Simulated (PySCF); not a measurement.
**MS for M along the third period**

r²SCAN with double-zeta basis sets in PySCF, for the lowest determinant that a PBE0 search found; no spin–orbit coupling. De refers to high-spin ground-configuration atoms. A positive dipole means M(−)S(+).

| M | basis | state (unpaired electrons) | Re (Å) | ωe (cm⁻¹) | De (eV) | μ (D) |
| --- | --- | --- | --- | --- | --- | --- |
| Na | cc-pVDZ/cc-pV(D+d)Z | doublet (π ↑) | 2.507 | 325 | 2.60 | -8.37 |
| Al | def2-SVP | doublet (σ ↑) | 2.035 | 639 | 4.43 | -3.65 |
| Si | x2c-SVPall | singlet (closed shell) | 1.947 | 752 | 6.21 | -1.46 |
| P | def2-SVP | doublet (π ↑) | 1.915 | 754 | 4.35 | -0.64 |
| S | def2-SVPD | triplet (π ↑↑) | 1.918 | 715 | 4.52 | n/a |

The shortest bond is that of PS (1.915 Å), the longest that of NaS (2.507 Å). SiS is bound most strongly (6.21 eV) and NaS least (2.60 eV).

The rows differ in basis set, which adds steps of its own.

The state changes along the series, so neighbouring rows are not always alike in their bonding.

States were picked by a PBE0 search and need not be the measured ground states.
